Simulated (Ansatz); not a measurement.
Energy landscape of HFLi, doublet: collinear Li-F-H surface. Scanned: Li-F distance and F-H distance.

Computed with unrestricted PBE/aug-cc-pVDZ in Ansatz (a program for electronic structure).

Energy in kJ/mol above the lowest grid point; x is the Li-F distance (Å), y the F-H distance (Å).

| y \ x | 1.33 | 1.44 | 1.56 | 1.68 | 1.83 | 1.98 | 2.15 | 2.34 | 2.57 | 2.89 | 3.28 | 3.82 | 4.52 |
|---|---|---|---|---|---|---|---|---|---|---|---|---|---|
| 2.67 | 119.6 | 61.9 | 40.4 | 43.2 | 64.2 | 94.0 | 131.1 | 172.3 | 218.8 | 275.1 | 329.6 | 378.8 | 414.2 |
| 2.25 | 120.1 | 62.2 | 40.4 | 42.9 | 63.4 | 92.8 | 129.3 | 169.9 | 215.6 | 270.4 | 321.7 | 366.9 | 400.0 |
| 1.93 | 123.2 | 65.0 | 42.6 | 44.3 | 64.0 | 92.3 | 127.6 | 166.5 | 209.5 | 258.5 | 301.5 | 339.9 | 368.4 |
| 1.70 | 129.8 | 70.8 | 47.5 | 48.1 | 66.0 | 92.3 | 124.7 | 159.2 | 195.3 | 234.8 | 269.2 | 299.8 | 322.4 |
| 1.52 | 139.8 | 79.7 | 54.6 | 52.9 | 67.1 | 88.7 | 114.9 | 142.2 | 170.7 | 201.5 | 228.0 | 251.3 | 268.2 |
| 1.38 | 150.7 | 88.0 | 59.2 | 53.1 | 61.3 | 77.0 | 97.1 | 118.3 | 140.2 | 163.8 | 183.7 | 200.9 | 213.0 |
| 1.27 | 156.7 | 89.8 | 56.5 | 46.2 | 49.4 | 60.4 | 75.4 | 91.6 | 108.3 | 125.9 | 140.3 | 152.4 | 160.5 |
| 1.17 | 154.8 | 84.4 | 47.5 | 33.6 | 32.5 | 39.4 | 50.0 | 61.6 | 73.6 | 85.8 | 95.4 | 102.8 | 107.4 |
| 1.08 | 147.6 | 74.9 | 35.4 | 18.8 | 14.4 | 17.9 | 24.9 | 32.9 | 41.0 | 49.0 | 54.9 | 59.2 | 61.8 |
| 0.99 | 141.1 | 66.8 | 25.5 | 7.0 | 0.0 | 1.0 | 5.2 | 10.6 | 15.9 | 21.1 | 24.8 | 27.5 | 29.3 |
| 0.92 | 146.2 | 71.3 | 29.2 | 9.8 | 1.6 | 1.4 | 4.4 | 8.4 | 12.5 | 16.4 | 19.1 | 21.2 | 22.7 |
| 0.85 | 175.6 | 100.4 | 57.7 | 37.9 | 29.1 | 28.2 | 30.5 | 33.8 | 37.2 | 40.3 | 42.3 | 44.0 | 45.3 |
| 0.78 | 250.9 | 175.3 | 132.5 | 112.4 | 103.3 | 102.1 | 104.0 | 106.9 | 109.8 | 112.3 | 113.9 | 115.3 | 116.5 |

Points that lie below all their neighbours on the grid: x = 1.83, y = 0.99 (0.0 kJ/mol); x = 1.56, y = 2.67 on the edge of the grid (40.4 kJ/mol). The lowest path on the grid from the first to the second passes x = 1.68, y = 1.38 at 53.1 kJ/mol.
